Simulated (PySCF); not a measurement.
## Dipole moment and polarisability across levels of theory

Boron monohydride, BH (singlet state).
SMILES: `[BH]`

PySCF, dipoles from the SCF density, polarisabilities from static response with core orbitals frozen. Isolated species at its PBE0-D3(BJ)/def2-SVP geometry, gas phase.

**Question.** How do dipole and polarisability depend on functional and basis here?

**Answer.** 

| level | μ (D) | error (%) | α (Å³) | anisotropy (Å³) |
| --- | --- | --- | --- | --- |
| LDA/def2-SVPD | 1.581 | +24.5 | 3.43 | 0.31 |
| PBE/def2-SVPD | 1.520 | +19.7 | 3.35 | 0.30 |
| B3LYP/def2-SVPD | 1.559 | +22.7 | 3.30 | 0.19 |
| PBE0/def2-SVPD | 1.590 | +25.2 | 3.31 | 0.17 |
| BHandHLYP/def2-SVPD | 1.633 | +28.6 | 3.26 | 0.06 |
| CAM-B3LYP/def2-SVPD | 1.615 | +27.2 | 3.28 | 0.12 |
| wB97X-D/def2-SVPD | 1.651 | +30.0 | 3.39 | 0.04 |
| LC-wPBE/def2-SVPD | 1.679 | +32.2 | 3.26 | 0.02 |
| HF/def2-SVPD | 1.763 | +38.8 | 3.29 | 0.12 |
| PBE0/6-31G* | 1.291 | +1.7 | 2.46 | 0.39 |
| PBE0/def2-SVP | 1.602 | +26.2 | 2.89 | 0.27 |
| PBE0/6-31+G* | 1.577 | +24.2 | 3.04 | 0.63 |
| PBE0/aug-cc-pVDZ | 1.534 | +20.8 | 3.42 | 0.39 |
| PBE0/def2-TZVP | 1.551 | +22.1 | 3.12 | 0.42 |
| PBE0/def2-TZVPD | 1.532 | +20.6 | 3.44 | 0.30 |
| PBE0/aug-cc-pVTZ | 1.533 | +20.7 | 3.47 | 0.35 |

Reference dipole: 1.270 D (measured, gas; NIST CCCBDB Release 22 (SRD 101), experimental dipoles). Reference dipole: 1.410 D (computed, CCSD(T)/CBS, all electrons, equilibrium geometry, gas; Hait, Head-Gordon, J. Chem. Theory Comput. 14 (2018) 1969). Reference dipole: 1.270 D (measured, gas; Liu, Meijer, Perez-Rios, Phys. Chem. Chem. Phys. 22 (2020) 24191). Errors are taken against the first value of each kind. The anisotropy is √(½[(α1 − α2)² + (α2 − α3)² + (α3 − α1)²]). For the dipole, the smallest error is 1.7% (PBE0/6-31G*) and the largest 38.8% (HF/def2-SVPD). The dipole runs from 1.29 D (PBE0/6-31G*) to 1.76 D (HF/def2-SVPD). No reference polarisability is at hand; against PBE0 in the largest diffuse basis at hand (aug-cc-pVTZ) the other PBE0 rows deviate by 6-31G* -29%, def2-SVP -17%, 6-31+G* -12%, def2-SVPD -4%, aug-cc-pVDZ -1%, def2-TZVP -10%, def2-TZVPD -1%. In one basis (def2-SVPD) the functionals order the polarisability from BHandHLYP (lowest) to LDA (highest), a spread of 5%. With PBE0 the polarisability is 2.82 Å³ without diffuse functions (mean of 6-31G*, def2-SVP and def2-TZVP) and 3.34 Å³ with them (mean of 6-31+G*, def2-SVPD, aug-cc-pVDZ, def2-TZVPD and aug-cc-pVTZ). Measured values can belong to vibrating molecules; the computed ones are for one fixed geometry.
